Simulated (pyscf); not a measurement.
Single points on ωB97X-D3(BJ)/def2-SVP structures (PySCF, gas phase).

Problem. H₂N–Si(OH)(OH)–OH + HF → HO–Si(OH)(OH)–F + NH₃
Surface: singlet. Broken: N–Si, F–H. Formed: F–Si, H–N. Give ΔE‡ and ΔE from ωB97M-D3(BJ)/def2-TZVP, relative to the separated reactants.

Solution. ΔE‡ = -3.2 kcal/mol, ΔE = -21.2 kcal/mol. Zero-point energy shifts the barrier by +3.2 kcal/mol. It is a four-centre exchange, with an imaginary mode of 280i cm⁻¹. On the reactant side the descent ends in a bound adduct, 13.2 kcal/mol under the separated species and 10.1 kcal/mol under the saddle at ωB97X-D3(BJ)/def2-TZVP. On the product side the descent ends in an adduct with a N–Si contact, 2.4 kcal/mol over the separated species and 15.0 kcal/mol under the saddle at ωB97X-D3(BJ)/def2-TZVP. At ωB97M-D3(BJ) the saddle lies under the separated reactants, which points to a path from their complex (located at ωB97X-D3(BJ) alone). What is counted as broken (N–Si) persists as a longer contact in the product adduct; parting that adduct is a step of its own. This is the saddle that the search found; another between the same sides may lie lower.
